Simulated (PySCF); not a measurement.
Compound: trans 3-chloropropionitrile, C₃H₄ClN.
InChI=1S/C3H4ClN/c4-2-1-3-5/h1-2H2

Torsions of this conformer, `[N:1]#[C:2][CH2:3][CH2:4][Cl:5]`: C2–C3–C4–Cl5 180°.

The closed-shell ground state was solved at several levels (PySCF, density fitting, gas phase, non-relativistic). The structure is a single PBE0-D3(BJ)/def2-TZVP conformer in the gas phase; no vibrational or solvent corrections.

```tsv
level	basis functions	HOMO (eV)	LUMO (eV)	gap (eV)	dipole (D)
wB97X-D/pcSseg-2	243	-10.98	1.45	12.43	2.10
PBE0/pcSseg-2	243	-9.07	-0.35	8.72	2.12
B97-2/pcSseg-2	243	-8.80	-0.39	8.41	2.10
```

(1) Estimate the row for KT3/pcSseg-2, a basis of 243 functions; the other rows only guide the guess.

(2) Over all these levels, which gives the widest orbital gap and which the narrowest?

(3) In the pcSseg-2 basis, how does the gap go with the fixed share of exact exchange?

(4) How far do the dipole and the HOMO energy spread over the levels?

Results:

(1) HOMO -7.77 eV, LUMO -1.42 eV, gap 6.35 eV, dipole 2.06 D.

(2) wB97X-D/pcSseg-2 (range-separated hybrid) has the widest, 12.43 eV, and KT3/pcSseg-2 (GGA) the narrowest, 6.35 eV. From the narrowest to the widest the HOMO moves by -3.21 eV and the LUMO by +2.87 eV.

(3) KT3 (0 %) 6.35 eV; B97-2 (21 %) 8.41 eV; PBE0 (25 %) 8.72 eV. Each rise in the share widens the gap here.

(4) The dipole runs from 2.06 to 2.12 D (mean 2.09 D) and the HOMO from -10.98 to -7.77 eV.
